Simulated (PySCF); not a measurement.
# S: ionisation energy

S [Ne] 3s2 3p4 [3p1/2^2 3p3/2^2, M_J = 2] → S⁺ [Ne] 3s2 3p3 [3p1/2^2 3p3/2^1, M_J = 3/2], as a difference of total energies. All numbers are calculated (PySCF 2.14, the two-component X2C-1e Hamiltonian, in x2c-TZVPPall-2c (5s6p3d1f, 45 functions)). Correlated levels: [Ne] frozen; the 6 highest virtual spinors dropped. "Screened" scales the spin-orbit matrix elements by Boettger's factors to mimic the two-electron term; Breit and QED terms are absent.

| method | ionisation energy (eV) |
| --- | --- |
| GHF (spin-free) | 9.087 |
| GMP2 (spin-free) | 9.960 |
| GHF (screened spin-orbit) | 9.113 |
| GMP2 (screened spin-orbit) | 9.986 |

**Question.** How much does correlation contribute at GMP2 (screened spin-orbit)?

**Answer.** 9.986 − (9.113) = 0.873 eV, measured against GHF (screened spin-orbit).

Errors of the correlated levels include the incompleteness of this basis and the frozen core.

The labels give the starting determinants; with spin-orbit coupling the two ends relaxed to ⟨J²⟩ = 6.02, ⟨L²⟩ = 2.01, ⟨S²⟩ = 2.00 and ⟨J²⟩ = 3.75, ⟨L²⟩ = 0.00, ⟨S²⟩ = 3.75.

For comparison: 10.360 eV (measured; NIST Atomic Spectra Database, ionization energies).
